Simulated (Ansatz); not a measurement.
`[F][Mg][F]`. Charge 0, multiplicity 1.

Problem. List the harmonic frequencies (cm⁻¹, unscaled) at PBE0-D4/def2-TZVP in Ansatz. (Best estimate.)

Solution. The calculation gave: 161, 161, 564, 878.

Problem. Is this a minimum?

Solution. Yes, all 4 modes are real.

Problem. Give the ideal-gas thermochemistry at 298.15 K and 1 bar (rigid rotor, harmonic oscillator; point group D∞h, symmetry number 2).

Solution. Zero-point energy 10.5 kJ/mol; H(298) − E = 23.1 kJ/mol; entropy 247.4 J/(mol·K), of which translation 160.4, rotation 62.9, vibration 24.1; G(298) − E = -50.6 kJ/mol.
